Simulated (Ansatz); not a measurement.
Process, species as SMILES: CCl (CH3-Cl) → [CH3] (CH3) + Cl atom
B3LYP-D3(BJ)/def2-TZVP geometries, fixed; electronic energies without zero-point terms.

Basis-set convergence of the bond dissociation energy at wB97M-V with Ansatz (a quantum-chemistry and plane-wave program). Cartesian d functions, on some or all atoms, in 6-31G*; all else is spherical. The program fits the integrals of some runs and decomposes those of others, by size. Open shells are unrestricted. The functional holds VV10 correlation; no added dispersion term, no relativity. Functions are those of the species that has most. Reference: the value in pcseg-4, 89.08 kcal/mol, itself unsure by roughly 0.01 kcal/mol (its mean distance from aug-pcseg-3, aug-cc-pV(Q+d)Z, cc-pV(5+d)Z). Deviations are taken from unrounded values.

```json
[
 {"basis": "6-31G", "functions": "28", "bond dissociation energy (kcal/mol)": "79.17", "minus reference (kcal/mol)": "-9.91"},
 {"basis": "6-31G*", "functions": "40", "bond dissociation energy (kcal/mol)": "90.25", "minus reference (kcal/mol)": "1.17"},
 {"basis": "pcseg-1", "functions": "47", "bond dissociation energy (kcal/mol)": "86.49", "minus reference (kcal/mol)": "-2.59"},
 {"basis": "cc-pV(T+d)Z", "functions": "111", "bond dissociation energy (kcal/mol)": "89.05", "minus reference (kcal/mol)": "-0.03"},
 {"basis": "def2-TZVPP", "functions": "115", "bond dissociation energy (kcal/mol)": "88.94", "minus reference (kcal/mol)": "-0.14"},
 {"basis": "6-311++G(3df,3pd)", "functions": "140", "bond dissociation energy (kcal/mol)": "89.55", "minus reference (kcal/mol)": "0.47"},
 {"basis": "cc-pV(Q+d)Z", "functions": "209", "bond dissociation energy (kcal/mol)": "89.16", "minus reference (kcal/mol)": "0.08"},
 {"basis": "pcseg-3", "functions": "223", "bond dissociation energy (kcal/mol)": "89.07", "minus reference (kcal/mol)": "-0.01"},
 {"basis": "pcseg-4", "functions": "389", "bond dissociation energy (kcal/mol)": "89.08", "minus reference (kcal/mol)": "0.00"}
]
```

The smallest set listed that lies within 1 kcal/mol of the reference with all its larger relatives (same family, alike in diffuse functions; a set with none counts only in the reference's own line) is cc-pV(T+d)Z (111 functions, -0.03 kcal/mol off). Inside, with no larger relative to test it: 6-311++G(3df,3pd). (Relatives not listed, tested too: def2-QZVP -0.09, def2-QZVPP -0.09, cc-pV(5+d)Z -0.01 kcal/mol.)
